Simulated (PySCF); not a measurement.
**AlP: from constants to spectrum**

UHF-CCSD(T) constants of AlP, ³Σ⁻ (triplet), unpaired electrons π ↑↑ (Al x2c-SVPall, P x2c-SVPall; spin-free X2C with a Gaussian nucleus (PySCF 2.14); masses 26.9815 and 30.9738 u):

- ωe: 381.1 cm⁻¹
- ωexe: 2.03 cm⁻¹
- Be: 0.20021 cm⁻¹
- αe: 0.00139 cm⁻¹
- D (centrifugal): 2.21e-07 cm⁻¹
- De to Al + P: 1.73 eV

(1) Give the vibrational terms G(v) and spacings up to v = 6.

(2) How well does the Morse estimate ωe²/(4ωexe) reproduce De, and what is D0?

Correlated steps freeze 10 core orbitals. Correlated levels converge slowly with the basis: in double zeta they bind strong bonds too weakly, by up to about 1 eV, and carry superposition errors of some tenths. The state was picked by a PBE0 search and need not be the measured ground state.

Results:

(1) G(v) = ωe(v+½) − ωexe(v+½)².

| v | G(v) (cm⁻¹) | G(v) − G(v−1) | Bv (cm⁻¹) |
| --- | --- | --- | --- |
| 0 | 190.0 |  | 0.1995 |
| 1 | 567.1 | 377.0 | 0.1981 |
| 2 | 940.1 | 373.0 | 0.1967 |
| 3 | 1309.0 | 368.9 | 0.1953 |
| 4 | 1673.8 | 364.9 | 0.1940 |
| 5 | 2034.6 | 360.8 | 0.1926 |
| 6 | 2391.4 | 356.7 | 0.1912 |

(2) It gives 2.22 eV, 128 % of the computed De. D0 = De − G(0) = 1.73 − 0.02 = 1.71 eV.
